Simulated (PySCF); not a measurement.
# Thio-thionyl fluoride (S₂F₂): electronic excitations at several levels of theory, part 2 of 2

PySCF 2.14.0. Atoms count from 0. Earlier steps stand in the parts before.

## 10. Ultraviolet spectrum: wB97X-D/def2-SVPD

What the job is given:

```
{"job": {"kind": "uv", "xc": "wB97X-D", "basis": "def2-SVPD", "ip": true}, "charge": 0, "multiplicity": 1}
F      1.419054     0.240130    -0.279206
S     -0.010287     0.216651     0.507460
F     -0.733804     1.077178    -0.675612
S     -0.674964    -1.533959     0.447357
```

With the program's defaults for keys left out, this is: TDDFT wB97X-D/def2-SVPD, vertical, gas phase, core orbitals frozen in the response.

Standard output:

```text
coarse grid: 5424 points
cycle   1  E = -995.3386489118  dE =  6.796e-01  |g| = 7.806e-01  |ddm| = 2.530e+00
cycle   2  E = -995.2681146282  dE =  7.053e-02  |g| = 1.020e+00  |ddm| = 1.563e+00
cycle   3  E = -995.4738818786  dE = -2.058e-01  |g| = 4.104e-02  |ddm| = 8.739e-01
cycle   4  E = -995.4742604446  dE = -3.786e-04  |g| = 1.334e-02  |ddm| = 7.389e-02
cycle   5  E = -995.4743062307  dE = -4.579e-05  |g| = 6.233e-03  |ddm| = 1.870e-02
cycle   6  E = -995.4743175296  dE = -1.130e-05  |g| = 2.174e-03  |ddm| = 1.020e-02
cycle   7  E = -995.4743200769  dE = -2.547e-06  |g| = 5.186e-04  |ddm| = 4.966e-03
final grid: 46704 points
cycle   8  E = -995.5695313289  dE = -4.743e-05  |g| = 8.237e-03  |ddm| = 5.372e-02
cycle   9  E = -995.5695282827  dE =  3.046e-06  |g| = 9.841e-03  |ddm| = 1.327e-02
cycle  10  E = -995.5695431188  dE = -1.484e-05  |g| = 7.454e-04  |ddm| = 5.665e-03
cycle  11  E = -995.5695432549  dE = -1.361e-07  |g| = 2.740e-04  |ddm| = 1.299e-03
cycle  12  E = -995.5695432724  dE = -1.757e-08  |g| = 1.443e-04  |ddm| = 6.121e-04
cycle  13  E = -995.5695432788  dE = -6.328e-09  |g| = 1.964e-05  |ddm| = 2.003e-04
cycle  14  E = -995.5695432790  dE = -2.283e-10  |g| = 5.233e-06  |ddm| = 5.107e-05
converged SCF energy = -995.5695432790

Static polarisability (au): isotropic 44.635, principal 35.549 38.880 59.477

Singlet excitations
state   eV       nm        f      main configurations
  1   4.0712    304.5   0.00257   H->L 0.98
  2   5.1684    239.9   0.00641   H-1->L 0.60, H->L+1 0.39
  3   6.0532    204.8   0.00103   H-1->L+1 0.98
  4   6.2357    198.8   0.04632   H->L+2 0.42, H->L+1 0.28, H-1->L 0.18
  5   6.3662    194.8   0.00295   H-2->L 0.98
  6   6.8621    180.7   0.17680   H->L+2 0.43, H->L+1 0.22, H-1->L 0.12
  7   7.1249    174.0   0.00063   H-1->L+2 0.86, H-1->L+4 0.09
  8   7.8058    158.8   0.05951   H-2->L+1 0.80
  9   8.0373    154.3   0.08663   H->L+3 0.86
 10   8.5178    145.6   0.00456   H-3->L 0.97

Triplet excitations (Tamm-Dancoff, eV): 3.5682 3.9641 4.9047 5.5180
Vertical ionisation energy (delta-SCF) = 10.7926 eV
Vertical electron affinity (delta-SCF) = 0.4402 eV
```

It took 26 s on 1 thread, shared host.

In short: HOMO -10.20 eV, LUMO -0.87 eV; lowest singlet 4.07 eV.

## 11. Ultraviolet spectrum: LC-wPBE/def2-SVPD

What the job is given:

```
{"job": {"kind": "uv", "xc": "LC-wPBE", "basis": "def2-SVPD", "ip": true}, "charge": 0, "multiplicity": 1}
F      1.419054     0.240130    -0.279206
S     -0.010287     0.216651     0.507460
F     -0.733804     1.077178    -0.675612
S     -0.674964    -1.533959     0.447357
```

Level: TDDFT LC-wPBE/def2-SVPD, vertical, gas phase, core orbitals frozen in the response.

Standard output:

```text
coarse grid: 5424 points
cycle   1  E = -995.0249099345  dE =  6.825e-01  |g| = 7.823e-01  |ddm| = 2.535e+00
cycle   2  E = -995.0126920121  dE =  1.222e-02  |g| = 8.821e-01  |ddm| = 1.467e+00
cycle   3  E = -995.1627711081  dE = -1.501e-01  |g| = 5.967e-02  |ddm| = 7.453e-01
cycle   4  E = -995.1633713061  dE = -6.002e-04  |g| = 2.640e-02  |ddm| = 8.395e-02
cycle   5  E = -995.1635391304  dE = -1.678e-04  |g| = 1.002e-02  |ddm| = 4.028e-02
cycle   6  E = -995.1635748972  dE = -3.577e-05  |g| = 1.946e-03  |ddm| = 1.577e-02
cycle   7  E = -995.1635765277  dE = -1.631e-06  |g| = 6.697e-04  |ddm| = 7.147e-03
final grid: 46704 points
cycle   8  E = -995.2915998723  dE = -2.685e-05  |g| = 9.994e-03  |ddm| = 4.073e-02
cycle   9  E = -995.2915928886  dE =  6.984e-06  |g| = 1.168e-02  |ddm| = 1.166e-02
cycle  10  E = -995.2916150103  dE = -2.212e-05  |g| = 5.641e-04  |ddm| = 6.687e-03
cycle  11  E = -995.2916150587  dE = -4.844e-08  |g| = 1.443e-04  |ddm| = 9.733e-04
cycle  12  E = -995.2916150871  dE = -2.836e-08  |g| = 5.803e-05  |ddm| = 3.967e-04
cycle  13  E = -995.2916150742  dE =  1.288e-08  |g| = 2.655e-05  |ddm| = 1.364e-04
cycle  14  E = -995.2916150747  dE = -5.341e-10  |g| = 9.004e-06  |ddm| = 7.254e-05
converged SCF energy = -995.2916150747

Static polarisability (au): isotropic 44.213, principal 35.159 38.593 58.886

Singlet excitations
state   eV       nm        f      main configurations
  1   4.1129    301.5   0.00272   H->L 0.98
  2   5.2678    235.4   0.00926   H-1->L 0.61, H->L+1 0.35
  3   6.1939    200.2   0.00115   H-1->L+1 0.93
  4   6.3215    196.1   0.04707   H->L+2 0.35, H->L+1 0.24, H-1->L 0.17
  5   6.4113    193.4   0.00282   H-2->L 0.97
  6   6.9917    177.3   0.18080   H->L+2 0.28, H->L+1 0.26, H-2->L+1 0.14
  7   7.2215    171.7   0.00014   H-1->L+2 0.62, H-1->L+6 0.17, H-1->L+5 0.09
  8   7.9493    156.0   0.07250   H-2->L+1 0.76
  9   8.3004    149.4   0.08807   H->L+3 0.77, H->L+6 0.12
 10   8.8322    140.4   0.00474   H-3->L 0.96

Triplet excitations (Tamm-Dancoff, eV): 3.5355 3.8823 4.9657 5.4505
Vertical ionisation energy (delta-SCF) = 10.7725 eV
Vertical electron affinity (delta-SCF) = 0.6426 eV
```

Wall time 34 s (1 thread, shared host).

Key values: HOMO -10.98 eV, LUMO -0.41 eV; lowest singlet 4.11 eV.

## 12. Excited states and response: PBE0/6-31G*

What the job is given:

```
{"job": {"kind": "uv", "xc": "PBE0", "basis": "6-31G*"}, "charge": 0, "multiplicity": 1}
F      1.419054     0.240130    -0.279206
S     -0.010287     0.216651     0.507460
F     -0.733804     1.077178    -0.675612
S     -0.674964    -1.533959     0.447357
```

Method: TDDFT PBE0/6-31G*, vertical, gas phase, core orbitals frozen in the response.

Standard output:

```text
coarse grid: 5424 points
cycle   1  E = -995.4017178890  dE =  7.554e-01  |g| = 7.863e-01  |ddm| = 2.579e+00
cycle   2  E = -995.1509996974  dE =  2.507e-01  |g| = 1.357e+00  |ddm| = 1.765e+00
cycle   3  E = -995.5284516661  dE = -3.775e-01  |g| = 6.779e-02  |ddm| = 1.202e+00
cycle   4  E = -995.5281632968  dE =  2.884e-04  |g| = 7.431e-02  |ddm| = 1.816e-01
cycle   5  E = -995.5298383588  dE = -1.675e-03  |g| = 9.857e-03  |ddm| = 1.051e-01
cycle   6  E = -995.5298627814  dE = -2.442e-05  |g| = 9.271e-04  |ddm| = 1.181e-02
cycle   7  E = -995.5298630746  dE = -2.932e-07  |g| = 3.204e-04  |ddm| = 1.726e-03
final grid: 46704 points
cycle   8  E = -995.5037731747  dE = -1.218e-05  |g| = 2.252e-03  |ddm| = 1.698e-02
cycle   9  E = -995.5037739233  dE = -7.486e-07  |g| = 1.519e-03  |ddm| = 5.252e-03
cycle  10  E = -995.5037745131  dE = -5.899e-07  |g| = 3.414e-04  |ddm| = 2.155e-03
cycle  11  E = -995.5037745402  dE = -2.706e-08  |g| = 1.334e-04  |ddm| = 5.503e-04
cycle  12  E = -995.5037745452  dE = -4.995e-09  |g| = 4.624e-05  |ddm| = 2.159e-04
cycle  13  E = -995.5037745456  dE = -4.245e-10  |g| = 2.075e-05  |ddm| = 6.646e-05
converged SCF energy = -995.5037745456

Static polarisability (au): isotropic 33.290, principal 21.370 25.512 52.987

Singlet excitations
state   eV       nm        f      main configurations
  1   4.1928    295.7   0.00462   H->L 0.99
  2   5.3175    233.2   0.01150   H-1->L 0.62, H->L+1 0.37
  3   6.2696    197.8   0.00033   H-1->L+1 0.98
  4   6.3271    196.0   0.00335   H-2->L 0.96
  5   6.3528    195.2   0.02495   H->L+2 0.54, H->L+1 0.28, H-1->L 0.13
  6   7.0101    176.9   0.14524   H->L+2 0.41, H->L+1 0.22, H-2->L+1 0.13
  7   7.2058    172.1   0.00006   H-1->L+2 0.99
  8   7.8351    158.2   0.04317   H-2->L+1 0.76
  9   8.0861    153.3   0.00723   H-3->L 0.97
 10   8.6644    143.1   0.00319   H-4->L 0.90

Triplet excitations (Tamm-Dancoff, eV): 3.5863 3.9599 5.0276 5.4223
```

It took 5 s on 1 thread, shared host.

This run: HOMO -8.05 eV, LUMO -2.24 eV; lowest singlet 4.19 eV.

## 13. TDDFT and polarisability: PBE0/def2-SVP

What the job is given:

```
{"job": {"kind": "uv", "xc": "PBE0", "basis": "def2-SVP"}, "charge": 0, "multiplicity": 1}
F      1.419054     0.240130    -0.279206
S     -0.010287     0.216651     0.507460
F     -0.733804     1.077178    -0.675612
S     -0.674964    -1.533959     0.447357
```

With the program's defaults for keys left out, this is: TDDFT PBE0/def2-SVP, vertical, gas phase, core orbitals frozen in the response.

Standard output:

```text
coarse grid: 5424 points
cycle   1  E = -994.9103668520  dE =  7.185e-01  |g| = 8.030e-01  |ddm| = 2.517e+00
cycle   2  E = -994.6576322870  dE =  2.527e-01  |g| = 1.376e+00  |ddm| = 1.707e+00
cycle   3  E = -995.0403514092  dE = -3.827e-01  |g| = 7.401e-02  |ddm| = 1.148e+00
cycle   4  E = -995.0401725535  dE =  1.789e-04  |g| = 7.953e-02  |ddm| = 1.876e-01
cycle   5  E = -995.0420221039  dE = -1.850e-03  |g| = 1.121e-02  |ddm| = 1.077e-01
cycle   6  E = -995.0420511146  dE = -2.901e-05  |g| = 1.061e-03  |ddm| = 1.154e-02
cycle   7  E = -995.0420514838  dE = -3.692e-07  |g| = 3.144e-04  |ddm| = 1.689e-03
final grid: 46704 points
cycle   8  E = -995.1363686842  dE = -1.154e-05  |g| = 2.411e-03  |ddm| = 1.870e-02
cycle   9  E = -995.1363693604  dE = -6.762e-07  |g| = 1.632e-03  |ddm| = 5.070e-03
cycle  10  E = -995.1363699483  dE = -5.880e-07  |g| = 6.237e-04  |ddm| = 2.265e-03
cycle  11  E = -995.1363700250  dE = -7.664e-08  |g| = 6.400e-05  |ddm| = 5.065e-04
cycle  12  E = -995.1363700258  dE = -7.867e-10  |g| = 3.822e-05  |ddm| = 1.175e-04
cycle  13  E = -995.1363700261  dE = -3.122e-10  |g| = 1.939e-05  |ddm| = 6.738e-05
converged SCF energy = -995.1363700261

Static polarisability (au): isotropic 31.327, principal 20.305 24.761 48.915

Singlet excitations
state   eV       nm        f      main configurations
  1   4.2141    294.2   0.00410   H->L 0.99
  2   5.3479    231.8   0.00863   H-1->L 0.61, H->L+1 0.38
  3   6.3127    196.4   0.00047   H-1->L+1 0.98
  4   6.3466    195.4   0.00320   H-2->L 0.97
  5   6.5407    189.6   0.04276   H->L+2 0.44, H->L+1 0.32, H-1->L 0.17
  6   7.1561    173.3   0.10639   H->L+2 0.52, H->L+1 0.16, H-2->L+1 0.14
  7   7.4634    166.1   0.00002   H-1->L+2 0.99
  8   7.8704    157.5   0.04031   H-2->L+1 0.75
  9   8.1449    152.2   0.00526   H-3->L 0.97
 10   8.7596    141.5   0.00140   H-4->L 0.91

Triplet excitations (Tamm-Dancoff, eV): 3.5852 3.9587 5.0187 5.4340
```

It took 4.7 s on 1 thread, shared host.

This run: HOMO -8.10 eV, LUMO -2.23 eV; lowest singlet 4.21 eV.

## 14. Excited states and response: PBE0/def2-TZVP

What the job is given:

```
{"job": {"kind": "uv", "xc": "PBE0", "basis": "def2-TZVP"}, "charge": 0, "multiplicity": 1}
F      1.419054     0.240130    -0.279206
S     -0.010287     0.216651     0.507460
F     -0.733804     1.077178    -0.675612
S     -0.674964    -1.533959     0.447357
```

Method: TDDFT PBE0/def2-TZVP, vertical, gas phase, core orbitals frozen in the response.

Standard output:

```text
coarse grid: 5424 points
cycle   1  E = -995.5841671926  dE =  6.942e-01  |g| = 7.575e-01  |ddm| = 2.066e+00
cycle   2  E = -995.3430380305  dE =  2.411e-01  |g| = 1.386e+00  |ddm| = 1.186e+00
cycle   3  E = -995.6847817628  dE = -3.417e-01  |g| = 8.164e-02  |ddm| = 7.899e-01
cycle   4  E = -995.6851629676  dE = -3.812e-04  |g| = 7.179e-02  |ddm| = 1.173e-01
cycle   5  E = -995.6865431384  dE = -1.380e-03  |g| = 1.900e-02  |ddm| = 7.034e-02
cycle   6  E = -995.6866174383  dE = -7.430e-05  |g| = 2.113e-03  |ddm| = 1.407e-02
cycle   7  E = -995.6866184947  dE = -1.056e-06  |g| = 5.365e-04  |ddm| = 1.860e-03
final grid: 46704 points
cycle   8  E = -995.6971903019  dE = -2.685e-05  |g| = 4.931e-03  |ddm| = 1.650e-02
cycle   9  E = -995.6971889906  dE =  1.311e-06  |g| = 4.987e-03  |ddm| = 5.821e-03
cycle  10  E = -995.6971924406  dE = -3.450e-06  |g| = 1.836e-03  |ddm| = 3.566e-03
cycle  11  E = -995.6971929350  dE = -4.944e-07  |g| = 1.687e-04  |ddm| = 8.207e-04
cycle  12  E = -995.6971929388  dE = -3.740e-09  |g| = 1.097e-04  |ddm| = 1.885e-04
cycle  13  E = -995.6971929417  dE = -2.960e-09  |g| = 3.619e-05  |ddm| = 1.213e-04
cycle  14  E = -995.6971929421  dE = -3.686e-10  |g| = 7.505e-06  |ddm| = 3.507e-05
converged SCF energy = -995.6971929421

Static polarisability (au): isotropic 37.766, principal 27.145 30.830 55.325

Singlet excitations
state   eV       nm        f      main configurations
  1   4.1246    300.6   0.00308   H->L 0.99
  2   5.1788    239.4   0.00596   H-1->L 0.61, H->L+1 0.39
  3   6.0653    204.4   0.00070   H-1->L+1 0.99
  4   6.2450    198.5   0.00287   H-2->L 0.98
  5   6.3237    196.1   0.05177   H->L+2 0.45, H->L+1 0.32, H-1->L 0.18
  6   6.8960    179.8   0.13944   H->L+2 0.51, H->L+1 0.18, H-2->L+1 0.12
  7   7.2098    172.0   0.00135   H-1->L+2 0.98
  8   7.7096    160.8   0.04955   H-2->L+1 0.80
  9   8.3133    149.1   0.00407   H-3->L 0.98
 10   8.8898    139.5   0.01675   H-4->L 0.92

Triplet excitations (Tamm-Dancoff, eV): 3.5276 3.8648 4.7916 5.3053
```

Wall time 11 s (1 thread, shared host).

This run: HOMO -8.21 eV, LUMO -2.38 eV; lowest singlet 4.12 eV.

## 15. Run by run: electronic excitations

Excitations and ground-state properties, with basis size and wall time:

| run | lowest singlet (eV) | brightest (eV) | f | gap (eV) | α (Å³) | μ (D) | functions | time |
| --- | --- | --- | --- | --- | --- | --- | --- | --- |
| HF/def2-SVPD | 4.59 | 7.53 | 0.300 | 11.95 | 6.31 | 1.40 | 100 | 4.6 s |
| LDA/def2-SVPD | 3.98 | 6.54 | 0.118 | 3.71 | 6.89 | 1.10 | 100 | 20 s |
| PBE/def2-SVPD | 4.00 | 6.51 | 0.128 | 3.75 | 6.91 | 1.05 | 100 | 28 s |
| B3LYP/def2-SVPD | 4.04 | 6.67 | 0.172 | 5.33 | 6.74 | 1.21 | 100 | 24 s |
| PBE0/def2-SVPD | 4.10 | 6.80 | 0.179 | 5.76 | 6.66 | 1.15 | 100 | 24 s |
| BHandHLYP/def2-SVPD | 4.20 | 6.98 | 0.227 | 7.79 | 6.52 | 1.31 | 100 | 24 s |
| CAM-B3LYP/def2-SVPD | 4.06 | 6.81 | 0.188 | 8.15 | 6.67 | 1.24 | 100 | 28 s |
| wB97X-D/def2-SVPD | 4.07 | 6.86 | 0.177 | 9.32 | 6.61 | 1.16 | 100 | 26 s |
| LC-wPBE/def2-SVPD | 4.11 | 6.99 | 0.181 | 10.57 | 6.55 | 1.16 | 100 | 34 s |
| PBE0/6-31G* | 4.19 | 7.01 | 0.145 | 5.81 | 4.93 | 1.27 | 64 | 5 s |
| PBE0/def2-SVP | 4.21 | 7.16 | 0.106 | 5.87 | 4.64 | 1.31 | 64 | 4.7 s |
| PBE0/def2-TZVP | 4.12 | 6.90 | 0.139 | 5.82 | 5.60 | 1.10 | 136 | 11 s |

Measured dipole: 1.03 D (gas; NIST CCCBDB Release 22 (SRD 101), experimental dipoles).

## 16. Summary of results

What follows sums up all 2 parts.

```
                                quantity                        value
                             point group                           Cs
    rotational constants (main isotopes)         7.92, 3.88, 2.96 GHz
           lowest singlet (HF/def2-SVPD)  4.59 eV (270 nm), f = 0.004
brightest single state of those computed  state 7, 7.53 eV, f = 0.300
                          lowest triplet                      3.88 eV
       vertical ionisation energy (ΔSCF)                      9.67 eV
             range of the lowest singlet              3.98 to 4.59 eV
```

What this shows: Single values in the summary come from the first run of each kind that ended normally (HF/def2-SVPD), which need not be the best level. Relaxing lowered the energy by 0.610 eV in 12 steps; the close pair that moved most is S1–S3, from 2.060 to 1.874 Å. The first singlet state (HOMO→LUMO 0.93) lies at 4.59 eV and is weak; of the 10 states computed, the strongest absorption comes from state 7 at 7.53 eV. The lowest triplet lies 0.72 eV below the lowest singlet (triplets in Tamm-Dancoff, singlets in full TDDFT). ΔSCF puts the ionisation energy at 9.67 eV, 1.36 eV below −ε(HOMO). The dipole moment, 1.40 D, compares with 1.03 D measured. The lowest singlet runs from 3.98 eV (LDA/def2-SVPD) to 4.59 eV (HF/def2-SVPD), while the orbital gap spans 3.71 to 11.95 eV. The lowest state need not be the same one in every run. For the measured dipole, PBE/def2-SVPD misses least (0.02 D, 28 s) and HF/def2-SVPD most (0.37 D, 4.6 s). One molecule ranks no method: errors cancel, and vibration and temperature are missing from all runs.
